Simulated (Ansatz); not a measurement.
```yaml
crystal:
  periodic: [false, false, false]
  atoms:
    - {symbol: O, position_ang: [-1.470474, -0.370388, -0.003449]}
    - {symbol: P, position_ang: [-0.260500, 0.834865, 0.006974]}
    - {symbol: Si, position_ang: [1.208751, -0.711130, -0.005720]}
    - {symbol: H, position_ang: [-2.334465, 0.039206, -0.000192]}
basis:
  gaussian: {orbitals: def2-TZVP}
hamiltonian: {xc: pbe0}
relax: {f_tol: 0.004, max_steps: 80}
```

```sh
$ ansatz run in.yaml --threads 1 --pin off --events-out ev --progress --plain --max-ram 2176MiB
```

Steps of the relaxation (energy above the last step; positions in Å, forces in eV/Å):

```
4
step 1, 115.8 meV
O    -1.470   -0.370   -0.003    0.338    0.263    0.002
P    -0.261    0.835    0.007   -0.107   -0.606   -0.005
Si    1.209   -0.711   -0.006   -0.053    0.239    0.002
H    -2.334    0.039    0.000   -0.178    0.105    0.001
```

```
4
step 2, 97.1 meV
O    -1.495   -0.371   -0.003    0.222    0.288    0.002
P    -0.258    0.798    0.007   -0.314   -0.429   -0.004
Si    1.248   -0.695   -0.006    0.112    0.067    0.001
H    -2.352    0.061    0.000   -0.020    0.074    0.001
```

```
4
step 3, 34.2 meV
O    -1.600   -0.368   -0.003   -0.492    0.232    0.002
P    -0.277    0.635    0.005    0.303   -0.289   -0.002
Si    1.434   -0.634   -0.005   -0.241    0.266    0.002
H    -2.414    0.160    0.001    0.430   -0.209   -0.002
```

```
4
step 8, 0.6 meV
O    -1.719   -0.371   -0.004   -0.195    0.060    0.000
P    -0.271    0.401    0.003    0.018    0.068    0.001
Si    1.567   -0.516   -0.004    0.082   -0.031    0.000
H    -2.433    0.278    0.002    0.095   -0.096   -0.001
```

```
4
step 11, 0.0 meV
O    -1.721   -0.371   -0.004    0.001    0.001    0.000
P    -0.271    0.407    0.003    0.000   -0.001    0.000
Si    1.569   -0.519   -0.004    0.000    0.000    0.000
H    -2.434    0.276    0.002   -0.001   -0.001    0.000
```

Close pairs at the end: O1–H4 0.963 Å, O1–P2 1.645 Å, P2–Si3 2.060 Å.

A stationary point of restricted PBE0 after 11 steps (its stability towards spin polarisation wasn't tested); no frequencies were run, so it isn't proven a minimum. 18 s on 1 thread of Intel Xeon 6975P-C, shared host.
